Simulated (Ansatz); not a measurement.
**hcp Tc**

Computed with PBEsol-D3(BJ) (plane waves, PAW; Ansatz, a program for electronic structure).

Numerical settings: plane-wave cutoff 520 eV, 24×24×12 k mesh (along the axes of the cell as run), Fermi–Dirac smearing 0.05 eV, no spin polarisation, scalar-relativistic PAW data made under PBE.

Cell (relaxed at this level):

```xyz
2
Lattice="1.3518 -2.3414 0.0000 1.3518 2.3414 0.0000 0.0000 0.0000 4.3279" Properties=species:S:1:pos:R:3 pbc="T T T"
Tc     1.3518     0.7805     1.0820
Tc     1.3518    -0.7805     3.2459
```

```json
{
  "bulk modulus B0": "346 GPa",
  "band_gap": "none",
  "pressure derivative B′ of the bulk modulus": "4.4"
}
```

Measured, for comparison: bulk modulus 303 GPa (zero-point energy and finite temperature contributions removed; as tabulated in doi:10.1021/acs.jctc.3c00612). Computed (rounded) less measured: bulk modulus +14 %.

Note: the bulk modulus comes from volumes at which shape and atoms were relaxed.

Spin–orbit coupling is not included.

The computed numbers hold no vibrational or temperature effects.

The result took around 7 core-minutes (rough).
